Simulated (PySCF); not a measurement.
# Phosphorus: a sound run and one with changed settings

Sound run: P [Ne] 3s2 3p3, P⁺ [Ne] 3s2 3p2. Computed with PySCF 2.14 in cc-pVTZ-DK, with the spin-free X2C one-electron Hamiltonian (Gaussian nucleus). In the sound run the correlated levels freeze [Ne]. The sound run starts from symmetry-adapted Hartree-Fock orbitals and uses a fine grid where one is needed.

Changed run: the non-relativistic Hamiltonian (point nucleus). This setting is unsound on purpose.

```json
{"species": "P", "method": "UHF", "sound run (hartree)": "-341.53137", "changed run (hartree)": "-340.51551", "converged": "yes"}
{"species": "P", "method": "B3LYP", "sound run (hartree)": "-342.10847", "changed run (hartree)": "-341.09346", "converged": "yes"}
{"species": "P", "method": "BP86", "sound run (hartree)": "-342.12385", "changed run (hartree)": "-341.10904", "converged": "yes"}
{"species": "P", "method": "MP2", "sound run (hartree)": "-341.61462", "changed run (hartree)": "-340.59875", "converged": "yes"}
{"species": "P", "method": "CCSD(T)", "sound run (hartree)": "-341.63600", "changed run (hartree)": "-340.62019", "converged": "yes"}
{"species": "P⁺", "method": "UHF", "sound run (hartree)": "-341.16747", "changed run (hartree)": "-340.15097", "converged": "yes"}
{"species": "P⁺", "method": "B3LYP", "sound run (hartree)": "-341.72725", "changed run (hartree)": "-340.71158", "converged": "yes"}
{"species": "P⁺", "method": "BP86", "sound run (hartree)": "-341.73720", "changed run (hartree)": "-340.72172", "converged": "yes"}
{"species": "P⁺", "method": "MP2", "sound run (hartree)": "-341.22986", "changed run (hartree)": "-340.21337", "converged": "yes"}
{"species": "P⁺", "method": "CCSD(T)", "sound run (hartree)": "-341.25208", "changed run (hartree)": "-340.23570", "converged": "yes"}
```

Ionisation energy of P:

| method | sound run (eV) | changed run (eV) |
| --- | --- | --- |
| UHF | 9.902 | 9.920 |
| B3LYP | 10.374 | 10.391 |
| BP86 | 10.521 | 10.540 |
| MP2 | 10.470 | 10.487 |
| SCS-MP2 | 10.296 | 10.313 |
| CCSD | 10.406 | 10.422 |
| CCSD(T) | 10.447 | 10.463 |

Most of the change in total energy is the relativistic energy itself. On top of that the contraction fixes the core shape for the Hamiltonian it was made with, so the changed run is not a good calculation with the other Hamiltonian either.

For comparison, NIST gives 10.487 eV between the lowest levels.
